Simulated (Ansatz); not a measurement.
Compare A (`CC1=CCCO1`) with its isomer B (`O=C1CCCC1`).

Computed with Ansatz on PBE0-D4/def2-TZVP structures; ΔE is electronic, products minus reactants. CCSD(T)/CBS adds triple-zeta CCSD(T) − MP2 to the extrapolated MP2 energy (def2 sets, frozen cores). Functionals use def2-TZVPP.

A:

```xyz
14

C     1.360   -1.461   -0.846
C     0.416   -0.469   -0.288
C    -0.437    0.362   -0.883
C    -1.221    1.093    0.169
C    -0.426    0.719    1.425
O     0.394   -0.406    1.074
H     1.312   -1.466   -1.934
H     1.121   -2.462   -0.476
H     2.383   -1.235   -0.535
H    -0.588    0.442   -1.948
H    -1.251    2.175    0.022
H    -2.260    0.743    0.214
H     0.240    1.534    1.730
H    -1.044    0.433    2.276
```

B:

```xyz
14

O     0.8951   -2.0246    1.2655
C     0.4737   -1.0711    0.6698
C    -0.9917   -0.7504    0.4250
C    -0.9970    0.6821   -0.0948
C     0.3383    0.8074   -0.8378
C     1.3136    0.0226    0.0311
H    -1.3438   -1.4500   -0.3429
H    -1.5858   -0.9333    1.3210
H    -1.8560    0.9095   -0.7275
H    -1.0173    1.3830    0.7460
H     0.2564    0.3375   -1.8232
H     0.6381    1.8441   -0.9968
H     1.6996    0.6427    0.8494
H     2.1767   -0.3996   -0.4848
```

(1) Which is lower in electronic energy at CCSD(T)/CBS, and by how much? (Estimate.)

(2) Give E(B) − E(A) in kJ/mol with CCSD(T)/def2-TZVPP, PBE0-D4, r2SCAN-D4, LDA (SPW92), CCSD(T)/def2-SVP, CCSD/def2-TZVPP, ωB97M-V. (Best estimate.)

(3) Does the order hold for the free energy at 298.15 K (harmonic terms from PBE0-D4)? (Estimate.)

Largest T1 diagnostic: 0.013.

## Answers

(1) The calculation gave: B, by 70.8 kJ/mol.

(2) Ansatz gave: CCSD(T)/def2-TZVPP -72.7, PBE0-D4 -72.7, r2SCAN-D4 -71.3, LDA (SPW92) -61.7, CCSD(T)/def2-SVP -81.7, CCSD/def2-TZVPP -74.1, ωB97M-V -73.6. None reverses the order clearly.

(3) Ansatz gave: Yes: G(B) − G(A) = -67.1 kJ/mol.

At CCSD(T), def2-SVP lies −10.9 kJ/mol from the extrapolated value and def2-TZVPP −1.9 kJ/mol. From BLYP to BHLYP (50 % exact exchange), in def2-TZVPP and without D4, E(B) − E(A) moves by −5.1 kJ/mol.
